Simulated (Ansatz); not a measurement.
The input, for Ansatz 0.2.0:

```yaml
crystal:
  periodic: [false, false, false]
  atoms:
    - {symbol: B, position_ang: [0.084376, 0.005225, -1.577002]}
    - {symbol: B, position_ang: [-0.080498, 0.013599, -0.049009]}
    - {symbol: Cl, position_ang: [-0.003878, -0.018825, 1.626011]}
basis:
  gaussian: {orbitals: cc-pVDZ}
magnetization: {spin_polarized: false, initial_magnetization: 3}
correlation: {active_space: {ras: {orbitals: [5, 3, 31], electrons: 13, max_holes: 2, max_particles: 2}, fixed_orbitals: true}}
```

```sh
$ ansatz run in.yaml --threads 1 --pin off --events-out ev --progress --plain --max-ram 2393MiB
```

The program prints:

```
460 factors; integrals over basis functions are off by at most 1.2e-3 eV
mean field evaluation 1: about -13842.6083 eV, gradient 1.1e1 eV
mean field evaluation 2: about -13842.7557 eV, gradient 1.1e1 eV
mean field evaluation 4: about -13844.2588 eV, gradient 2.1e0 eV
mean field evaluation 8: about -13844.3112 eV, gradient 3.5e-1 eV
mean field evaluation 16: about -13844.3130 eV, gradient 2.1e-6 eV
mean field -13844.31297987 eV, -508.7691179979 hartree, gradient 2.1e-6 eV, S^2 3.750000; 0 other end points of the search recorded, 0 dependent functions left out
reference -13844.31297987 eV, -508.7691179979 hartree; 15, 12 occupied and 31, 34 virtual orbitals, 460 factors
state -13850.89519525 eV, -509.0110099515 hartree
Total energy: -13850.89519525 eV, -509.0110099515 hartree
```

For the same geometry and basis UCCSDT(Q) lies 859.0 meV lower.

Ran on 1 thread of AMD EPYC, shared host: 28 s wall, 0.13 GiB peak host memory.
